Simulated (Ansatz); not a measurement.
# H4OSi + Cl: molecular dynamics

The plan is to follow the two partners and see whether they stay together, part or react. The start is relaxed first. Runs: 300 steps of 0.25 fs at constant energy, with velocities drawn for 200 K. SMILES of the start: [Cl-].[SiH3]O.

Method: RKS PBE0/def2-SVP, in Ansatz 0.2.0.

## 1. The starting structure

Bond lengths: Si2–O3 1.584 Å, Si2–H4 1.468 Å, Si2–H5 1.477 Å, Si2–H6 1.478 Å, O3–H7 1.019 Å. Angles: Si2–O3–H7 124.3°, O3–Si2–H4 116.4°, O3–Si2–H5 107.7°, O3–Si2–H6 111.0°, H4–Si2–H5 107.5°, H4–Si2–H6 106.9°, H5–Si2–H6 106.9°.

Coordinates:

```xyz
7

Cl   -1.7010   -2.5457   -0.4047
Si    0.4912    0.7199   -0.0138
O    -0.3192   -0.3757    0.7945
H     0.2778    0.7494   -1.4655
H     0.1114    2.0444    0.5187
H     1.9456    0.5700    0.2041
H    -0.8058   -1.1623    0.3669
```

## 2. Relaxing the start

File input.yaml:

```yaml
crystal:
  periodic: [false, false, false]
  atoms:
    - { symbol: Cl, position_ang: [-1.701, -2.5457, -0.4047] }
    - { symbol: Si, position_ang: [0.4912, 0.7199, -0.0138] }
    - { symbol: O, position_ang: [-0.3192, -0.3757, 0.7945] }
    - { symbol: H, position_ang: [0.2778, 0.7494, -1.4655] }
    - { symbol: H, position_ang: [0.1114, 2.0444, 0.5187] }
    - { symbol: H, position_ang: [1.9456, 0.57, 0.2041] }
    - { symbol: H, position_ang: [-0.8058, -1.1623, 0.3669] }
total_charge: -1
basis:
  gaussian: { orbitals: def2-SVP }
hamiltonian:
  xc: pbe0
relax:
  f_tol: 0.02
  max_steps: 40
```

Started as:

```sh
> ansatz run input.yaml --threads 1 --pin off --max-ram 2048MiB --backend cpu --events-out ev --progress --plain --runs-dir out
```

The runs that follow: Dynamics.

**Question.** What will these runs give? Wanted: relaxation of the start; temperature, first and last step; temperature, second half; potential energy, second half; largest change of the total energy; bonds formed or broken.

As calculated:

| quantity | value |
| --- | --- |
| relaxation of the start | 12 moves, 0.223 eV lower |
| length | 300 steps of 0.25 fs |
| temperature, first and last step | 200 and 106 K |
| temperature, second half | mean 104 K, from 52 to 149 K |
| potential energy, second half | +9 meV/atom from the start |
| largest change of the total energy | 0.01 meV/atom |
| bonds formed or broken | 0 |

The temperature starts at 200 K and averages 104 K in the second half, where it ranges from 52 to 149 K. About half is expected from a start at a minimum: kinetic energy passes into potential energy until both shares match. The total energy strays from its start by at most 0.01 meV/atom, 0.1 % of the mean kinetic energy, so a step of 0.25 fs is short enough over this time. The bonds all hold. The partners' closest contact goes from 1.97 to 2.02 Å: they stay in touch over this short run. A run of 75 fs with 7 atoms shows the motion but fixes no equilibrium value. The nuclei move classically, without zero-point motion, which matters most for hydrogen.
